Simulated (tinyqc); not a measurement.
UKS/PBE in the sto-3g basis, for CH, spin multiplicity 4, step by step (part 2 of 2). Computed by tinyqc, a small Python program that keeps every step (integrals from PySCF). Command: `OMP_NUM_THREADS=1 python tinyqc.py 30378 30379 out.jsonl` (the two numbers bound the seeds that draw the settings). One thread of a shared host (Intel(R) Xeon(R) Processor @ 2.60GHz), about 2 s of CPU time with the checks.

Geometry (angstrom):
```
atom         x         y         z
C     0.000000  0.000000  0.000000
H     0.000000  0.000000  1.220000
```

## Iteration 2: diagonalisation and new density

F(alpha) (hartree):
```
            1C 1s      1C 2s     1C 2px     1C 2py     1C 2pz      2H 1s
1C 1s   -9.814739  -2.692402   0.000000   0.000000   0.002639  -0.506574
1C 2s   -2.692402  -1.241771   0.000000   0.000000   0.010299  -0.423977
1C 2px   0.000000   0.000000  -0.188498   0.000000   0.000000   0.000000
1C 2py   0.000000   0.000000   0.000000  -0.188498   0.000000   0.000000
1C 2pz   0.002639   0.010299   0.000000   0.000000  -0.207904  -0.224919
2H 1s   -0.506574  -0.423977   0.000000   0.000000  -0.224919  -0.169337
```

F(beta) (hartree):
```
            1C 1s      1C 2s    1C 2px    1C 2py     1C 2pz      2H 1s
1C 1s   -9.767682  -2.667544  0.000000  0.000000  -0.002924  -0.502759
1C 2s   -2.667544  -1.038374  0.000000  0.000000  -0.069513  -0.388816
1C 2px   0.000000   0.000000  0.033807  0.000000   0.000000   0.000000
1C 2py   0.000000   0.000000  0.000000  0.033807   0.000000   0.000000
1C 2pz  -0.002924  -0.069513  0.000000  0.000000  -0.046623  -0.218564
2H 1s   -0.502759  -0.388816  0.000000  0.000000  -0.218564  -0.146430
```

X:
```
            1C 1s      1C 2s    1C 2px    1C 2py     1C 2pz      2H 1s
1C 1s    1.025465  -0.139211  0.000000  0.000000  -0.009733   0.024516
1C 2s   -0.139211   1.118703  0.000000  0.000000   0.092403  -0.280054
1C 2px   0.000000   0.000000  1.000000  0.000000   0.000000   0.000000
1C 2py   0.000000   0.000000  0.000000  1.000000   0.000000   0.000000
1C 2pz  -0.009733   0.092403  0.000000  0.000000   1.090387  -0.274986
2H 1s    0.024516  -0.280054  0.000000  0.000000  -0.274986   1.181490
```

Diagonalise F' = X^T F X, C = X C', fill 5 alpha and 2 beta electrons from the bottom; D(s) = C_occ C_occ^T. Each column has its largest component positive (the first on a tie).

F' = X^T F X (alpha) (hartree):
```
           1          2          3          4          5          6
1  -9.598938  -1.427090   0.000000   0.000000  -0.020943  -0.055847
2  -1.427090  -0.680864   0.000000   0.000000   0.095571  -0.247002
3   0.000000   0.000000  -0.188498   0.000000   0.000000   0.000000
4   0.000000   0.000000   0.000000  -0.188498   0.000000   0.000000
5  -0.020943   0.095571   0.000000   0.000000  -0.110947  -0.241400
6  -0.055847  -0.247002   0.000000   0.000000  -0.241400   0.080503
```

orbital energies (alpha) (hartree): MO1 -9.822624, MO2 -0.546486, MO3 -0.266185, MO4 -0.188498, MO5 -0.188498, MO6 0.325049

coefficients C (alpha):
```
              MO1        MO2        MO3       MO4        MO5        MO6
1C 1s    0.991829  -0.272363   0.045887  0.000000   0.000000   0.107899
1C 2s    0.032708   0.959247  -0.238443  0.000000   0.000000  -0.616250
1C 2px   0.000000   0.000000   0.000000  0.210693   0.977552   0.000000
1C 2py   0.000000   0.000000   0.000000  0.977552  -0.210693   0.000000
1C 2pz   0.002982  -0.029022   0.787100  0.000000   0.000000  -0.807971
2H 1s   -0.008113   0.149072   0.384654  0.000000   0.000000   1.174871
```

F' = X^T F X (beta) (hartree):
```
           1          2         3         4          5          6
1  -9.552736  -1.434168  0.000000  0.000000  -0.017005  -0.056082
2  -1.434168  -0.468392  0.000000  0.000000   0.023223  -0.244759
3   0.000000   0.000000  0.033807  0.000000   0.000000   0.000000
4   0.000000   0.000000  0.000000  0.033807   0.000000   0.000000
5  -0.017005   0.023223  0.000000  0.000000   0.062694  -0.260971
6  -0.056082  -0.244759  0.000000  0.000000  -0.260971   0.100920
```

orbital energies (beta) (hartree): MO1 -9.774670, MO2 -0.389180, MO3 -0.095205, MO4 0.033807, MO5 0.033807, MO6 0.401539

coefficients C (beta):
```
              MO1        MO2        MO3        MO4       MO5        MO6
1C 1s    0.992397  -0.234158   0.145467   0.000000  0.000000   0.103977
1C 2s    0.030578   0.793837  -0.611667   0.000000  0.000000  -0.593799
1C 2px   0.000000   0.000000   0.000000  -0.146312  0.989238   0.000000
1C 2py   0.000000   0.000000   0.000000   0.989238  0.146312   0.000000
1C 2pz   0.003625   0.210469   0.669344   0.000000  0.000000  -0.883664
2H 1s   -0.007784   0.318811   0.417752   0.000000  0.000000   1.128871
```

D(alpha) after iteration 2:
```
            1C 1s      1C 2s    1C 2px    1C 2py     1C 2pz      2H 1s
1C 1s    1.060012  -0.239764  0.000000  0.000000   0.046980  -0.030998
1C 2s   -0.239764   0.978081  0.000000  0.000000  -0.215420   0.051013
1C 2px   0.000000   0.000000  1.000000  0.000000   0.000000   0.000000
1C 2py   0.000000   0.000000  0.000000  1.000000   0.000000   0.000000
1C 2pz   0.046980  -0.215420  0.000000  0.000000   0.620377   0.298411
2H 1s   -0.030998   0.051013  0.000000  0.000000   0.298411   0.170247
```

D(beta) after iteration 2:
```
            1C 1s      1C 2s    1C 2px    1C 2py     1C 2pz      2H 1s
1C 1s    1.039682  -0.155538  0.000000  0.000000  -0.045686  -0.082377
1C 2s   -0.155538   0.631112  0.000000  0.000000   0.167189   0.252846
1C 2px   0.000000   0.000000  0.000000  0.000000   0.000000   0.000000
1C 2py   0.000000   0.000000  0.000000  0.000000   0.000000   0.000000
1C 2pz  -0.045686   0.167189  0.000000  0.000000   0.044310   0.067072
2H 1s   -0.082377   0.252846  0.000000  0.000000   0.067072   0.101701
```

Within a degenerate level the vectors are fixed only up to a rotation; this is one choice.

## Iteration 45 (converged): orbitals

converged F(alpha) (hartree):
```
            1C 1s      1C 2s     1C 2px     1C 2py     1C 2pz      2H 1s
1C 1s   -9.605246  -2.646944   0.000000   0.000000   0.002516  -0.498316
1C 2s   -2.646944  -1.147739   0.000000   0.000000  -0.016837  -0.424011
1C 2px   0.000000   0.000000  -0.085002   0.000000   0.000000   0.000000
1C 2py   0.000000   0.000000   0.000000  -0.085002   0.000000   0.000000
1C 2pz   0.002516  -0.016837   0.000000   0.000000  -0.132866  -0.247851
2H 1s   -0.498316  -0.424011   0.000000   0.000000  -0.247851  -0.279277
```

converged F(beta) (hartree):
```
            1C 1s      1C 2s    1C 2px    1C 2py     1C 2pz      2H 1s
1C 1s   -9.563461  -2.622939  0.000000  0.000000  -0.002986  -0.494607
1C 2s   -2.622939  -0.967656  0.000000  0.000000  -0.088049  -0.389096
1C 2px   0.000000   0.000000  0.107685  0.000000   0.000000   0.000000
1C 2py   0.000000   0.000000  0.000000  0.107685   0.000000   0.000000
1C 2pz  -0.002986  -0.088049  0.000000  0.000000   0.018674  -0.235515
2H 1s   -0.494607  -0.389096  0.000000  0.000000  -0.235515  -0.241007
```

As before.

F' = X^T F X (alpha) (hartree):
```
           1          2          3          4          5          6
1  -9.389500  -1.419806   0.000000   0.000000  -0.018930  -0.053752
2  -1.419806  -0.585020   0.000000   0.000000   0.078211  -0.236374
3   0.000000   0.000000  -0.085002   0.000000   0.000000   0.000000
4   0.000000   0.000000   0.000000  -0.085002   0.000000   0.000000
5  -0.018930   0.078211   0.000000   0.000000  -0.020971  -0.252899
6  -0.053752  -0.236374   0.000000   0.000000  -0.252899  -0.049189
```

orbital energies (alpha) (hartree): MO1 -9.613647, MO2 -0.485525, MO3 -0.235899, MO4 -0.085002, MO5 -0.085002, MO6 0.290390

coefficients C (alpha):
```
              MO1        MO2        MO3        MO4       MO5        MO6
1C 1s    0.991497  -0.245433   0.125578   0.000000  0.000000   0.112159
1C 2s    0.033978   0.823420  -0.549725   0.000000  0.000000  -0.613573
1C 2px   0.000000   0.000000   0.000000   0.953204  0.302328   0.000000
1C 2py   0.000000   0.000000   0.000000  -0.302328  0.953204   0.000000
1C 2pz   0.003184   0.082593   0.641778   0.000000  0.000000  -0.924383
2H 1s   -0.008477   0.332458   0.508597   0.000000  0.000000   1.086875
```

F' = X^T F X (beta) (hartree):
```
           1          2         3         4          5          6
1  -9.349026  -1.423747  0.000000  0.000000  -0.015771  -0.054221
2  -1.423747  -0.398825  0.000000  0.000000   0.012322  -0.233782
3   0.000000   0.000000  0.107685  0.000000   0.000000   0.000000
4   0.000000   0.000000  0.000000  0.107685   0.000000   0.000000
5  -0.015771   0.012322  0.000000  0.000000   0.140208  -0.268669
6  -0.054221  -0.233782  0.000000  0.000000  -0.268669  -0.012290
```

orbital energies (beta) (hartree): MO1 -9.570914, MO2 -0.379772, MO3 -0.054062, MO4 0.107685, MO5 0.107685, MO6 0.384814

coefficients C (beta):
```
              MO1        MO2        MO3        MO4       MO5        MO6
1C 1s    0.992076  -0.198092  -0.196385   0.000000  0.000000   0.098142
1C 2s    0.031816   0.627558   0.811239   0.000000  0.000000  -0.552174
1C 2px   0.000000   0.000000   0.000000   0.974474  0.224498   0.000000
1C 2py   0.000000   0.000000   0.000000  -0.224498  0.974474   0.000000
1C 2pz   0.003811   0.229939  -0.500205   0.000000  0.000000  -0.984938
2H 1s   -0.008139   0.485560  -0.503823   0.000000  0.000000   1.029998
```

D(alpha) after iteration 45:
```
            1C 1s      1C 2s    1C 2px    1C 2py     1C 2pz      2H 1s
1C 1s    1.059074  -0.237439  0.000000  0.000000   0.063479  -0.026133
1C 2s   -0.237439   0.981373  0.000000  0.000000  -0.284685  -0.006124
1C 2px   0.000000   0.000000  1.000000  0.000000   0.000000   0.000000
1C 2py   0.000000   0.000000  0.000000  1.000000   0.000000   0.000000
1C 2pz   0.063479  -0.284685  0.000000  0.000000   0.418710   0.353838
2H 1s   -0.026133  -0.006124  0.000000  0.000000   0.353838   0.369271
```

D(beta) after iteration 45:
```
            1C 1s      1C 2s    1C 2px    1C 2py     1C 2pz      2H 1s
1C 1s    1.023455  -0.092750  0.000000  0.000000  -0.041768  -0.104260
1C 2s   -0.092750   0.394841  0.000000  0.000000   0.144421   0.304458
1C 2px   0.000000   0.000000  0.000000  0.000000   0.000000   0.000000
1C 2py   0.000000   0.000000  0.000000  0.000000   0.000000   0.000000
1C 2pz  -0.041768   0.144421  0.000000  0.000000   0.052886   0.111618
2H 1s   -0.104260   0.304458  0.000000  0.000000   0.111618   0.235835
```

Within a degenerate level the vectors are fixed only up to a rotation; this is one choice.

## Convergence

Stop when the energy changes by less than 1e-08 hartree and every element of the error matrix X^T (F D S - S D F) X (for each spin) is below 3e-05.

Course of the cycle:
```
iteration   E (hartree)     change  largest element of the error matrix
1          -37.28401746          -                             3.04e-01
2          -37.78899605  -5.05e-01                             1.93e-01
3          -37.82616727  -3.72e-02                             1.55e-01
4          -37.84868649  -2.25e-02                             1.20e-01
5          -37.85944316  -1.08e-02                             9.74e-02
6          -37.86721513  -7.77e-03                             7.76e-02
7          -37.87152586  -4.31e-03                             6.33e-02
8          -37.87461680  -3.09e-03                             5.10e-02
9          -37.87645305  -1.84e-03                             4.16e-02
10         -37.87774474  -1.29e-03                             3.36e-02
11         -37.87854369  -7.99e-04                             2.74e-02
12         -37.87909604  -5.52e-04                             2.22e-02
13         -37.87944620  -3.50e-04                             1.81e-02
14         -37.87968508  -2.39e-04                             1.47e-02
...                 ...        ...                                  ...
32         -37.88014351  -1.40e-07                             3.60e-04
33         -37.88014360  -9.25e-08                             2.93e-04
34         -37.88014366  -6.13e-08                             2.38e-04
35         -37.88014370  -4.06e-08                             1.94e-04
36         -37.88014373  -2.69e-08                             1.58e-04
37         -37.88014375  -1.78e-08                             1.28e-04
38         -37.88014376  -1.18e-08                             1.04e-04
39         -37.88014377  -7.79e-09                             8.49e-05
40         -37.88014377  -5.16e-09                             6.91e-05
41         -37.88014378  -3.41e-09                             5.62e-05
42         -37.88014378  -2.26e-09                             4.57e-05
43         -37.88014378  -1.50e-09                             3.72e-05
44         -37.88014378  -9.91e-10                             3.03e-05
45         -37.88014378  -6.56e-10                             2.46e-05
```

PySCF UKS in the same basis, fine grid, after a stability check = -37.87959912 hartree

Converged in 45 iterations. The coarse grid moves the energy by -5.45e-04 hartree.

## Populations, bond orders and dipole

overlap S:
```
           1C 1s     1C 2s    1C 2px    1C 2py    1C 2pz     2H 1s
1C 1s   1.000000  0.248362  0.000000  0.000000  0.000000  0.046034
1C 2s   0.248362  1.000000  0.000000  0.000000  0.000000  0.418695
1C 2px  0.000000  0.000000  1.000000  0.000000  0.000000  0.000000
1C 2py  0.000000  0.000000  0.000000  1.000000  0.000000  0.000000
1C 2pz  0.000000  0.000000  0.000000  0.000000  1.000000  0.419750
2H 1s   0.046034  0.418695  0.000000  0.000000  0.419750  1.000000
```

Mulliken: Z minus the diagonal of D S on the atom; Loewdin: the same with S^(1/2) D S^(1/2); Mayer order: 2 sum_s sum (D(s) S)_ij (D(s) S)_ji over the two atoms.

Charges (e):
```
atom   Mulliken    Loewdin  Mulliken spin
1C    -0.080610  -0.060500       2.891334
2H     0.080610   0.060500       0.108666
```

Mayer bond orders:
```
pair     order
2-1   0.981694
```

dipole moment about the origin, x y z (debye): 0.000000  0.000000  0.278081

<S^2> of the determinant (pure state: 3.75) = 3.750652
